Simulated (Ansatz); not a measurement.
# A relaxation, step by step

CH6N, doublet, PBE0-D4/def2-TZVP (Ansatz 0.2.0). Settings:

```yaml
hamiltonian: {xc: pbe0, dispersion: d4}
relax: {f_tol: 0.005, max_steps: 200}
```

Start, a step off a saddle point along its unstable mode:

```xyz
8
angstrom
H -1.3284 -0.6343 0.7253
N -0.5356 0.6851 -0.0564
C 0.8071 0.2179 -0.1143
H -1.4843 -1.1676 0.8011
H -1.0118 0.4791 -0.9463
H 1.2309 0.1430 0.8897
H 1.3403 1.0037 -0.6561
H 0.9816 -0.7269 -0.6431
```

```tsv
step	energy less the last (meV)	largest force component (eV/Å)
1	1340.1	12.934
3	75.0	0.253
5	19.5	0.217
7	9.2	0.181
9	6.5	0.136
11	5.0	0.057
13	4.0	0.046
15	3.2	0.097
17	1.9	0.036
19	1.4	0.031
21	1.1	0.028
23	0.6	0.054
25	0.3	0.038
27	0.1	0.014
29	0.0	0.011
31	0.0	0.001
```

Step 17, positions (Å) and forces (eV/Å):

| atom | x | y | z | Fx | Fy | Fz |
| --- | --- | --- | --- | --- | --- | --- |
| H1 | -1.765 | -1.016 | 1.155 | -0.007 | -0.019 | 0.017 |
| N2 | -0.484 | 0.546 | -0.484 | 0.011 | 0.005 | -0.023 |
| C3 | 0.908 | 0.313 | -0.260 | 0.029 | 0.010 | 0.004 |
| H4 | -1.977 | -1.552 | 1.635 | 0.009 | 0.021 | -0.016 |
| H5 | -0.576 | 0.952 | -1.420 | -0.001 | -0.004 | 0.017 |
| H6 | 1.073 | -0.117 | 0.730 | -0.002 | 0.006 | -0.028 |
| H7 | 1.493 | 1.244 | -0.342 | -0.027 | -0.036 | 0.004 |
| H8 | 1.328 | -0.370 | -1.015 | -0.012 | 0.018 | 0.025 |

Step 19, positions (Å) and forces (eV/Å):

```tsv
atom	x	y	z	Fx	Fy	Fz
H1	-1.755	-1.009	1.156	-0.001	-0.008	0.008
N2	-0.491	0.532	-0.511	0.008	0.014	-0.031
C3	0.897	0.306	-0.260	-0.009	-0.003	0.011
H4	-1.948	-1.533	1.656	0.003	0.009	-0.006
H5	-0.562	0.966	-1.437	-0.009	-0.006	0.019
H6	1.043	-0.149	0.721	0.003	-0.006	0.002
H7	1.475	1.241	-0.304	0.000	0.006	0.000
H8	1.340	-0.354	-1.022	0.005	-0.005	-0.003
```

Step 23, positions (Å) and forces (eV/Å):

```tsv
atom	x	y	z	Fx	Fy	Fz
H1	-1.718	-0.987	1.163	-0.007	-0.024	0.024
N2	-0.508	0.492	-0.591	0.044	0.037	-0.051
C3	0.868	0.283	-0.260	-0.008	0.004	-0.003
H4	-1.871	-1.477	1.709	0.008	0.024	-0.024
H5	-0.531	1.002	-1.480	-0.005	-0.032	0.054
H6	0.960	-0.244	0.692	0.005	0.009	-0.027
H7	1.420	1.235	-0.193	-0.026	-0.034	-0.002
H8	1.380	-0.305	-1.039	-0.010	0.016	0.029
```

Last step (31):

| atom | x (Å) | y (Å) | z (Å) |
| --- | --- | --- | --- |
| H1 | -1.7010 | -0.9614 | 1.1728 |
| N2 | -0.5113 | 0.4272 | -0.6645 |
| C3 | 0.8513 | 0.2584 | -0.2694 |
| H4 | -1.8281 | -1.3933 | 1.7713 |
| H5 | -0.5134 | 1.0145 | -1.5037 |
| H6 | 0.9198 | -0.3624 | 0.6259 |
| H7 | 1.3348 | 1.2260 | -0.0644 |
| H8 | 1.4478 | -0.2091 | -1.0680 |

Hardware: 2 CPU threads of an Arm Neoverse V1, shared host. Wall time about 50 s.
